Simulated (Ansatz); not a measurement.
## Reading a saddle point

A first-order saddle point of BNH$_{6}$O, singlet, PBE0-D4/def2-TZVP, with one imaginary mode of 1185i cm⁻¹:

B1  (-0.638, 0.153, -0.277)
O2  (0.731, 0.520, -1.058)
H3  (-1.162, -0.792, -0.815)
H4  (-1.294, 1.152, -0.160)
H5  (1.035, 0.108, -0.011)
N6  (0.178, -0.233, 0.997)
H7  (0.912, -0.098, -1.771)
H8  (0.134, -1.194, 1.302)
H9  (0.104, 0.382, 1.794)
(Å)

Program: Ansatz 0.2.0. Basis: def2-TZVPP and def2-QZVPP. Cores are frozen in the correlated methods. Extrapolation: Hartree–Fock as exp(−7.88 √X), correlation as X^−2.97.

(1) Which contacts change along the imaginary mode, and what lies on either side? (A judgement: the text doesn't fix the answer.)

(2) Which side is lower, and how far does the saddle lie above each? (Judge from chemistry; the value comes from the calculation.)

The T1 diagnostic stays at or below 0.012.

Results:

(1) By the calculation: The step is BH₃O ([BH2][OH]) + NH₃ → BNH₄ ([BH2][NH2]) + H₂O, with the molecules in contact on both sides. Shortening one way: B1–N6, O2–H5; lengthening the same way: B1–O2, H5–N6.
```
 pair  one side (Å)  saddle (Å)  other side (Å)
B1–N6          1.68        1.56            1.38
O2–H5          2.62        1.17            0.96
B1–O2          1.43        1.62            3.70
H5–N6          1.02        1.37            3.34
```

(2) By the calculation: The side with B1–O2, H5–N6 short is lower by 0.313 eV; the saddle lies 1.095 eV above it and 0.781 eV above the other (CCSD(T) at an estimated basis limit (MP2 extrapolated from triple and quadruple zeta, plus CCSD(T) − MP2 in triple zeta); electronic energies).

Labels in which every atom is bracketed show which atoms are joined, not bond orders.

For scale, one of the runs: CCSD(T)/def2-TZVPP, 177 basis functions (an equivalent command: `ansatz run in.yaml --threads 2`). Time: 13 s of wall clock on 2 CPU threads; the host was shared. Peak host memory: 1.7 GiB.
